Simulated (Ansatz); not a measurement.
## BH3Cl− (SMILES [H][B-]([H])([H])Cl): the energy, rung by rung

The species is BH3Cl− (5 atoms), meant as a singlet with charge -1. SMILES: `[H][B-]([H])([H])Cl`. The coordinates come from a GFN2-xTB relaxation.

```xyz
5

B    -0.0013    0.0016   -0.1670
Cl    0.0136   -0.0211    1.7073
H     1.1523    0.0114   -0.5222
H    -0.5866    1.0057   -0.4970
H    -0.5780   -0.9976   -0.5211
```

Quantity: the energy change with the B1–H3 bond stretched from 1.207 to 2.414 Å, in eV. The values are calculated.

| level | kind | program | value (eV) | CPU time (all runs) |
| --- | --- | --- | --- | --- |
| HF/STO-3G (restricted) | Hartree–Fock | Ansatz | 6.48 | 0.4 s |
| BLYP/STO-3G (restricted) | GGA | Ansatz | 4.51 | 2.3 s |
| r2SCAN/STO-3G (restricted) | meta-GGA | Ansatz | 5.00 | 5.4 s |
| CAM-B3LYP/STO-3G (restricted) | range-separated hybrid | Ansatz | 5.42 | 3.3 s |
| wB97M-V/STO-3G (restricted) | range-separated hybrid | Ansatz | ? | 26 s |
| wB97X/STO-3G (restricted) | range-separated hybrid | Ansatz | ? | 12 s |
| RPA@PBE/STO-3G (restricted) | RPA | Ansatz | 4.67 | 5.5 s |
| CCSD(T)/STO-3G (restricted) | coupled cluster or CI | Ansatz | 4.73 | 0.57 s |
| FCI/STO-3G | exact in the basis | Ansatz | 4.75 | 2 s |

Estimate the missing values from the other rows.

As computed at these levels: wB97M-V/STO-3G (restricted): 5.38 eV; wB97X/STO-3G (restricted): 5.54 eV. Spin-restricted single references rise too steeply as a bond breaks, Hartree–Fock most of all. Sets without diffuse functions describe the anion poorly. The first shape isn't each level's own minimum. The values span 4.51 to 6.48 eV. All rows use very small basis sets, so even the best lies far from the true value. CPU times are rough (shared hosts, several kinds of processor): they show what a rung costs within a factor of a few.
